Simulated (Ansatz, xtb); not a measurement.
A geometry optimisation of CH5NSi− with r2SCAN-D4/def2-SVPD

The starting geometry of this gas-phase doublet has its atoms placed at random.

```yaml
atoms:
  - { symbol: C, position_ang: [0.6513, -1.5885, 0.1671] }
  - { symbol: N, position_ang: [-1.0642, 1.0403, -0.7056] }
  - { symbol: Si, position_ang: [-0.9814, 0.1453, 0.9883] }
  - { symbol: H, position_ang: [-0.2637, -1.7399, -0.7216] }
  - { symbol: H, position_ang: [-0.6119, 1.9431, 1.2342] }
  - { symbol: H, position_ang: [0.2031, 1.1550, 1.7344] }
  - { symbol: H, position_ang: [0.9843, -0.0462, 0.4172] }
  - { symbol: H, position_ang: [-0.9797, -0.0695, -1.3210] }
```

Guess where an optimisation with r2SCAN-D4/def2-SVPD ends from this start.

It ends as `[CH2][SiH2][NH-]`. Distances that change by over a tenth: C1–H4 (1.28 → 1.10 Å), N2–Si3 (1.92 → 1.69 Å), N2–H8 (1.27 → 1.02 Å), Si3–H6 (1.73 → 1.52 Å). Contacts that close: C1–Si3 (2.52 → 1.87 Å), C1–H7 (1.60 → 1.10 Å), Si3–H5 (1.85 → 1.54 Å).

The energy falls by 8.77 eV over 18 steps:

| step | E − E(last) (eV) |
| --- | --- |
| 1 | 8.770 |
| 3 | 5.900 |
| 5 | 4.275 |
| 7 | 2.577 |
| 9 | 0.760 |
| 10 | 0.473 |
| 12 | 0.083 |
| 14 | 0.011 |
| 16 | 0.000 |
| 18 | 0.000 |

Final geometry (Å):

```
atom    x (Å)    y (Å)    z (Å)
   C   0.3777  -1.0129   0.4941
   N  -0.7640   1.2882  -1.0106
  Si  -0.3898   0.6889   0.5296
   H  -0.2450  -1.9189   0.4267
   H  -1.5193   0.5756   1.5682
   H   0.6085   1.6194   1.1929
   H   1.3815  -1.1688   0.0704
   H  -1.5119   0.7679  -1.4784
```

From the same start GFN2-xTB reaches the same bonding as this run.

From so rough a start the end depends on the optimiser's path, so another program may land elsewhere. No frequencies were run, so the end isn't proven a minimum. Open shells are spin-unrestricted. Run with Ansatz 0.2.0, 2.7 min on 2 threads of Arm Neoverse V1 (shared host).
